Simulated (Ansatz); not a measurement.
# Pd (Pd, fcc): the cost of one run

Computed with Ansatz 0.2.0 (DFT r²SCAN, plane waves with PAW, scalar-relativistic, unless a step says otherwise).

## 1. Starting point

Symmetry: Fm-3m, No. 225, cubic system. Conventional cell: a = 3.914 Å, b = 3.914 Å, c = 3.914 Å, α = 90.00°, β = 90.00°, γ = 90.00°. Around Pd (site symmetry m-3m) lie 12 Pd at 2.77 Å.

As a file:

```
Pd
1.0
     0.00000    1.95677    1.95677
     1.95677    0.00000    1.95677
     1.95677    1.95677    0.00000
Pd
1
Direct
  0.00000 0.00000 0.00000
```

The atoms start with moments of +0.44 μB.

## 2. Run at 0.01 eV

The run at 0.01 eV.

The input, input.yaml:

```yaml
crystal:
  lattice:
    - [0.0, 1.9567730079, 1.9567730079]
    - [1.9567730079, 0.0, 1.9567730079]
    - [1.9567730079, 1.9567730079, 0.0]
  atoms:
    - { symbol: Pd, position: [0.0, 0.0, 0.0], spin: 0.436 }
hamiltonian:
  xc: r2scan
  pseudopotentials:
    kind: paw
    azcp:
      Pd: "pseudopotentials/Pd.paw.azcp"
basis:
  ecutwfc: 500
  fft_grid_basis: typed
kpoints:
  mp_grid: { grid: [14, 14, 14], shift: [0, 0, 0] }
magnetization:
  spin_polarized: true
scf:
  occupations: { method: fermi_dirac, width: 0.01 }
  lower_state_search: "off"
output:
  stress: true
```

The run is started by

```console
ansatz run input.yaml --threads 2 --pin off --max-ram 5120MiB --backend cpu --events-out ev --progress --plain --runs-dir out
```

Q: Estimate wall time and peak memory on 2 threads of Arm Neoverse N1, shared host.

About 8.1 s, with a peak of 0.37 GiB.
